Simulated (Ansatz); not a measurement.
Geometry optimisation, UKS B3LYP-D4/def2-SVP in Ansatz.

The input (input.yaml):

```yaml
crystal:
  periodic: [false, false, false]
  atoms:
    - { symbol: B, position_ang: [0.0, 0.0, 0.0] }
    - { symbol: F, position_ang: [0.0, 0.0, 1.57] }
    - { symbol: H, position_ang: [1.0305, 0.0, -0.595] }
    - { symbol: H, position_ang: [-1.0305, 0.0, -0.595] }
    - { symbol: Cl, position_ang: [0.0, 0.0, 3.37] }
magnetization:
  spin_polarized: true
  initial_magnetization: 1
basis:
  gaussian: { orbitals: def2-SVP }
hamiltonian:
  xc: b3lyp
  dispersion: d4
relax:
  f_tol: 0.15
  max_steps: 25
  restrain:
    - { distance: [1, 4], at: 1.5, k: 30.0 }
    - { distance: [0, 1], at: 2.52, k: 30.0 }
```

Run as:

```bash
$ ansatz run input.yaml --threads 1 --pin off --max-ram 2048MiB --backend cpu --events-out ev --progress --plain --runs-dir out
```

Where does it end, and by what steps?

It converged. The restraints hold the end off the free minimum. After 5 steps the energy has risen by 2.479 eV (the restraints' own energy left out); F2 moved furthest, 0.57 Å. The start is strongly strained (largest force component 11 eV/Å), so its close contacts needn't be bonds. Parted: B1–F2 (1.57 → 2.52 Å).

```
step  energy less start (eV)  largest force component (eV/Å)  accepted
   0                  0.0000                          11.220       yes
   1                  1.3451                           7.561       yes
   2                  2.3174                           3.796       yes
   3                  3.1776                           8.607       yes
   4                  2.4935                           3.411       yes
   5                  2.4793                           3.241       yes
```

```xyz
5
Properties=species:S:1:pos:R:3
B 0.000 0.000 -0.382
F 0.000 0.000 2.138
H 1.096 0.000 -0.877
H -1.096 0.000 -0.877
Cl 0.000 0.000 3.748
```

The run took 13 s on 1 thread of Arm Neoverse V2, on a shared host, peak memory 0.14 GiB.
